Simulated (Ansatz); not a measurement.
1T (CdI2-type) TiTe2 was calculated with r²SCAN (plane waves, PAW; Ansatz, a program for electronic structure).

Numerical settings: plane-wave cutoff 500 eV, 12×12×6 k mesh (along the axes of the cell as run), Fermi–Dirac smearing 0.05 eV, scalar-relativistic PAW data made under PBE.

Computed at the level's own relaxed cell.

Task: Estimate the equilibrium volume per atom, equilibrium lattice constant a and c axis length that the calculation returns.

Result: 
- equilibrium volume per atom = 28.77 Å³/atom
- equilibrium lattice constant a = 3.801 Å
- c axis length = 6.898 Å

Note: the cell comes from a level without a dispersion term, which matters for the spacing of layers, chains or molecules; the volume lies 8 % above that of the published cell; the cell has widely spaced layers and the level no dispersion term, so their spacing and the moduli can rest on weak binding.

Spin–orbit coupling is not included.

Static lattice: no zero-point or thermal effects.

Computing time: very roughly 5 core-minutes.
